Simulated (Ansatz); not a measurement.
This geometry of AlH3O + H2 (7 atoms, charge 0, multiplicity 1) is a first-order saddle point.

Method: RKS r2SCAN/6-31G* in Ansatz.

```xyz
7
Properties=species:S:1:pos:R:3
Al 0.003 0.138 0.040
O 0.030 0.120 1.930
H -0.824 -0.041 2.363
H 1.371 -0.308 -0.621
H -1.446 -0.179 -0.535
H 0.078 1.842 0.540
H 0.027 1.276 1.439
```

Q: Which two structures does it join? (They come from a converged band through this point; their orientation in space is the band's.)

A: Bonds broken: H6–H7. Bonds formed: Al1–H6, O2–H7. AlH3O + H2 becomes AlH5O.

First end point:

```xyz
7
Properties=species:S:1:pos:R:3
Al -0.037 -0.655 -0.103
O 0.077 -0.250 1.560
H -0.720 -0.017 2.052
H 1.327 -1.038 -0.811
H -1.459 -0.643 -0.824
H -0.045 3.089 1.638
H 0.096 2.361 1.644
```

Last end point:

```xyz
7
Properties=species:S:1:pos:R:3
Al 0.023 0.408 -0.138
O -0.003 0.193 1.895
H -0.865 -0.166 2.166
H 1.328 -0.397 -0.586
H -1.416 -0.270 -0.374
H 0.090 2.016 -0.127
H 0.080 1.063 2.320
```

Q: How far does it lie above each of them?

A: 0.97 eV above the first and 0.63 eV above the second. This is the barrier of this one path; another mechanism may lie lower. The orbitals stay closed-shell, which can raise the energy where a bond breaks towards radicals; this wasn't checked here.

Time of the run: 3.3 min on 1 thread of Arm Neoverse V2, with other jobs on the host, peak memory 0.1 GiB.
